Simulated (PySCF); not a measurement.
A simulated first-order isotropic EPR spectrum at 33.864 GHz has these lines.

```csv
field (mT),relative intensity
1207.31,1
1207.60,1
1207.98,2
1208.27,2
1208.64,1
1208.93,1
```

(1) Find the g value from the centre of the pattern.

(2) Which couplings and how many nuclei make this pattern?

(3) The radical has the formula C3H3. Propose a structure, and say which nuclei carry the couplings.

## Answers

(1) The pattern is symmetric about 1208.12 mT, so g = hν/(μB·B0) = 33864/(13.99624 × 1208.12) = 2.0027, a shift of +0.4 × 10⁻³ from the free-electron value.

(2) The first two lines at either end are about 0.29 mT apart, which is the smallest coupling, and their intensity ratio 1:1 counts the nuclei that share it. In full: a 1:2:1 triplet of 0.67 mT (19 MHz), from 2 nuclei of spin 1/2; a 1:1 doublet of 0.29 mT (8 MHz), from 1 nucleus of spin 1/2. Check: Σ 2nI·a is the distance from the first to the last line, 1.62 mT.

(3) The pattern alone needn't single out one isomer; the structure behind this simulation is `[C]1=CC1` [radical], numbered [C:1]1=[CH:2][CH2:3]1 (hydrogens: H4 on C2; H5, H6 on C3). 0.67 mT: 1H at H5/H6 (2 bonds from C1, on C3 of spin population +0.33; computed sign −); 0.29 mT: 1H at H4 (2 bonds from C1; computed sign +). Largest spin populations (Mulliken): C1 (+0.65) and C3 (+0.33).

Computed, not measured: UKS B3LYP, IGLO-III on C, pcH-1 on H, non-relativistic, mean-field spin-orbit, GIAO (PySCF 2.14.0). Geometry: PBE0-D3(BJ)/def2-SVP; no solvent, vibrations or thermal averaging. Stability of the SCF solution: not tested.

Nuclei that the bonding pattern makes equivalent are averaged, as if the motion that swaps them (rotation, inversion, ring flip) were fast.

Rare isotopes and splittings under 0.04 mT were left out of the simulation.
